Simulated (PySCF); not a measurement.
Gas-phase reaction: 4 Al + C2H4 + 2 CH4 = 4 AlCH3

Computed with PySCF (xtb for GFN2) and rigid-rotor harmonic-oscillator thermochemistry at 1 bar. † marks an energy on the PBE0/def2-TZVP geometry and frequencies; other levels use their own. MP2 freezes the core. 6-31G* has spherical d functions here. Open shells (unrestricted): Al (multiplicity 2, electronic degeneracy 6); the rest are closed-shell singlets. GFN2 has no spin-polarisation term. Spin-orbit splitting is ignored; it lowers the true energy and changes the entropy of Al. B3LYP is the form with VWN-RPA correlation. AlCH3: computed as isolated molecules; such fragments, hydroxides, amides, oligomers or adducts are transient or little studied in the gas. MP2 isn't extrapolated to the basis-set limit; its ΔH°(298 K) is -474.9 kJ in def2-SVP and -511.0 kJ in def2-TZVPP. The harmonic model lacks anharmonicity and excited electronic states, which grow with temperature; levels with a mode under 35 cm⁻¹ are left out.

```csv
level,"ΔE electronic, kJ","ΔH°(298 K), kJ","ΔS°(298 K), J/K","ΔG°(2500 K), kJ"
B3LYP/6-31G*,-418,-444,-293,255
GFN2-xTB,-859,-895,-282,-232
HF/6-31G*,-249,-277,-298,436
MP2/def2-TZVPP†,-484,-511,-290,176
PBE0/def2-QZVP†,-469,-496,-290,192
PBE0/def2-SVP†,-473,-500,-290,188
r2SCAN/def2-TZVP†,-470,-496,-290,191
LDA/def2-TZVP†,-588,-614,-290,73
ωB97M-V/def2-TZVP†,-525,-551,-290,136
ωB97X-V/def2-TZVP†,-499,-525,-290,162
```
ΔH° is lowest at GFN2-xTB and highest at HF/6-31G*. No reference value is set beside these.
